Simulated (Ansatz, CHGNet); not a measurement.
## hcp Be: properties by level of theory

Reference values: lattice constant a 2.286 Å (measured, 293 K, no zero-point or thermal correction, our sources range from 2.286 to 2.290; as tabulated in Wikipedia's data pages); lattice parameter c 3.584 Å (measured, 293 K, no zero-point or thermal correction; as tabulated in Wikipedia's data pages).

| level (code) | equilibrium lattice constant a (Å) | lattice parameter c (Å) |
|---|---|---|
| CHGNet 0.3.0 | 2.255 | 3.672 |
| PBE-D4 (Ansatz) | 2.248 | 3.546 |
| r²SCAN-D4 (Ansatz) | 2.257 | 3.561 |

Differences from the reference values (errors of the level alone only where the reference is corrected to a static lattice):

```
level         lattice constant a (%)  lattice parameter c (%)
------------  ----------------------  -----------------------
CHGNet 0.3.0                   -1.36                    +2.46
PBE-D4                         -1.66                    -1.06
r²SCAN-D4                      -1.27                    -0.64
```

Nearest: lattice constant a, not ranked (reference at room or unstated temperature); lattice parameter c, not ranked (reference at room or unstated temperature).

Machine-learned potentials (CHGNet 0.3.0) are trained on DFT data: a solid inside that data is no test of them.

Ansatz's density-functional and Hartree–Fock values are scalar-relativistic unless marked +SOC, with PAW data made under PBE.

Differences are worked out from the printed values.

Computed values are for the static lattice.

Ansatz is a quantum-chemistry and plane-wave program.
